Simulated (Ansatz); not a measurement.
## H2As–AsH2, triplet in cc-pVDZ: errors against UCCSDT(Q)

Geometry: that of the H2As–AsH2, singlet, kept fixed. The singlet lies 4.6 eV lower here.

```yaml
atoms:
  - { symbol: As, position_ang: [0.0276, 0.0000, 1.2417] }
  - { symbol: As, position_ang: [0.0276, 0.0000, -1.2417] }
  - { symbol: H, position_ang: [-1.0276, 1.0883, 1.3713] }
  - { symbol: H, position_ang: [-1.0267, -1.0892, 1.3713] }
  - { symbol: H, position_ang: [-1.0276, 1.0883, -1.3713] }
  - { symbol: H, position_ang: [-1.0267, -1.0892, -1.3713] }
```

Basis cc-pVDZ; Ansatz 0.2.0. Correlated methods freeze the noble-gas cores and the filled d shells of p-block atoms, which leaves 14 electrons in 46 orbitals. R marks a restricted (for open shells ROHF) determinant, U an unrestricted one. Active spaces: valence = (14e, 12o) chosen from the atoms' valence shells. No spin–orbit coupling is included, and no scalar relativity.

Full CI isn't at hand for all of this; UCCSDT(Q) serves as the reference, and is uncertain by the last step of the cluster series or more. The frozen core follows each run's orbitals, which can shift R against U totals by a few meV for light atoms and by up to 0.1 eV past Ca.

The UHF ⟨S²⟩ is 2.021, the T1 diagnostic (RCCSD) is 0.0188 and the largest doubles amplitude (RCCSD) is 0.051. The T1 diagnostic (UCCSD) is 0.0153.

```tsv
level	E − E(UHF) (eV)
UMP2	-5.8663
UCCSD	-7.1128
UCCSD(T)	-7.3061
```

(1) Estimate how far UCCSDT(Q) in cc-pVDZ lies from UCCSD(T). The table doesn't fix it; the size of (T) and the diagnostics are the guide.

(1) UCCSDT(Q) in cc-pVDZ lies 1.81 mEh below UCCSD(T), which is 25 % of the (T) step (-7.10 mEh). The diagnostics give no warning, yet the rest is a sizeable part of (T). The miss exceeds 1 kcal/mol.

The other levels:

```json
{"level": "UCCSDT", "E − E(UCCSDT(Q)) (mEh)": "0.41", "wall time": "–"}
```

Run but not shown, since their state, orbitals or frozen core can't be matched to the reference's or they repeat it: RHF, RMP2, CISD, RCCSD, RCCSD(T), BCCD(T), RCCSDT, RCCSDT(Q), CASSCF (valence space), NEVPT2 (valence space), MRCISD (valence space), MRCISD+Q (valence space).

Natural occupations of CASSCF (valence space) about the gap: 1.973 1.968 1.968 1.963 1.006 0.998 0.043 0.036 0.035 0.027; effectively unpaired electrons, Σ n²(2−n)², 2.04.
